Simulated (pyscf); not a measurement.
HO–B(F)–F + hydrogen fluoride (HF) → HO–B(F)–F + hydrogen fluoride (HF) (four-centre exchange; singlet surface; B–F, F–H broken, B–F, F–H formed). Optimised with ωB97X-D3(BJ)/def2-SVP in PySCF. Correlated levels are frozen-core, on RHF or UHF. ΔMP2 is the change of the MP2 total energy from the triple- to the quadruple-zeta basis. Energies in kcal/mol from the separated reactants.

```json
[
 {"level": "r²SCAN/def2-TZVP", "barrier": "18.8", "reaction energy": "0.0"},
 {"level": "B3LYP-D3(BJ)/def2-TZVP", "barrier": "23.2", "reaction energy": "0.0"},
 {"level": "PBE0-D3(BJ)/def2-TZVP", "barrier": "20.9", "reaction energy": "0.0"},
 {"level": "HF/def2-TZVP", "barrier": "38.5", "reaction energy": "0.0"},
 {"level": "CCSD/def2-TZVPP", "barrier": "26.4", "reaction energy": "0.0"},
 {"level": "CCSD(T)/def2-TZVPP", "barrier": "23.9", "reaction energy": "0.0"},
 {"level": "CCSD(T)/def2-TZVPP + ΔMP2(QZVPP)", "barrier": "(withheld)", "reaction energy": "0.0"}
]
```

Task: Complete the blanks.

Result: 
- CCSD(T)/def2-TZVPP + ΔMP2(QZVPP), barrier: 25.0

Of the functionals in the table, B3LYP-D3(BJ) is closest to CCSD(T)/def2-TZVPP + ΔMP2(QZVPP) in the barrier (1.8 kcal/mol apart) and r²SCAN least close (6.2 kcal/mol); that level has limits of its own. The same reactants have a lower exit, to F–B(F)–F + H₂O (barrier +12.8 kcal/mol at ωB97M-D3(BJ), against +21.9 kcal/mol here). One saddle was located; it need not be the lowest between these sides. The CCSD(T) − MP2 part came from Ansatz, without density fitting, on the same reference.
